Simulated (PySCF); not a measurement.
Aluminium: a sound run and one with changed settings

Sound run: Al [Ne] 3s2 3p1, Al⁺ [Ne] 3s2. Computed with PySCF 2.14 in cc-pVDZ-DK, with the spin-free X2C one-electron Hamiltonian (Gaussian nucleus). The sound run starts from symmetry-adapted Hartree-Fock orbitals and uses a fine grid where one is needed.

A second run was set up differently.

```tsv
species	method	sound run (hartree)	changed run (hartree)	converged
Al	UHF	-242.30843	-242.30843	yes
Al	TPSS	-242.81466	-242.81419	yes
Al	PBE	-242.66365	-242.66344	yes
Al⁺	UHF	-242.10361	-242.10361	yes
Al⁺	TPSS	-242.58904	-242.58904	yes
Al⁺	PBE	-242.44069	-242.44069	yes
```

Ionisation energy of Al:

```csv
method,sound run (eV),changed run (eV)
UHF,5.574,5.574
TPSS,6.139,6.127
PBE,6.067,6.061
```

(1) What was changed?
A. level shift left on
B. too few SCF iterations
C. all electrons correlated in a valence basis
D. angular grid far too coarse

## Answers

(1) D. It used 14 angular points. A coarse angular grid integrates products of high-l functions wrongly, so density functionals can shift, and the SCF can exploit the error; Hartree-Fock and MP2 need no grid.
